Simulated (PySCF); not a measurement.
# C4H4N2: the cost of one run

Computed with PySCF 2.14.0, with density-fitted response routines of our own, on a single molecule in the gas phase. Atoms count from 0, in the outputs and in this text.

## (1) Starting geometry

10 atoms, charge 0, multiplicity 1; geometry from: GFN2-xTB. The atoms were then displaced at random by about 0.01 Å, so the start is not that level's minimum.

Bonds of the start (Å): C0–C1 1.31, C1–N2 1.36, N2–C3 1.32, C3–C4 1.40, C4–N5 1.16, C0–H6 1.10, C0–H7 1.05, C1–H8 1.11, C3–H9 1.06.

## (2) Relaxing the molecule at PBE0-D3(BJ)/def2-SVP

What the job is given:

```
{"job": {"xc": "PBE0", "basis": "def2-SVP", "d3": "d3bj", "grid": 1, "shake": 0.01, "kind": "geom"}, "charge": 0, "multiplicity": 1}
C     -1.979480    -0.448440    -0.081970
C     -0.760960     0.044990    -0.098120
N      0.262660    -0.810530    -0.381570
C      1.523470    -0.407510    -0.415110
C      1.959880     0.906630    -0.204840
N      2.338740     1.986910    -0.022060
H     -2.833640     0.207660     0.125390
H     -2.173060    -1.456600    -0.298870
H     -0.540990     1.104180     0.128800
H      2.253810    -1.148220    -0.625560
```

Command:

```
$ OMP_NUM_THREADS=1 python probes_run.py task.json out
```

The driver reads the jobs from task.json and runs them one after another.

**Question.** How long does this first job take on 1 thread of Arm Neoverse V1, shared host, and how much memory does it need?

About 27 s, with a peak of 0.42 GiB.
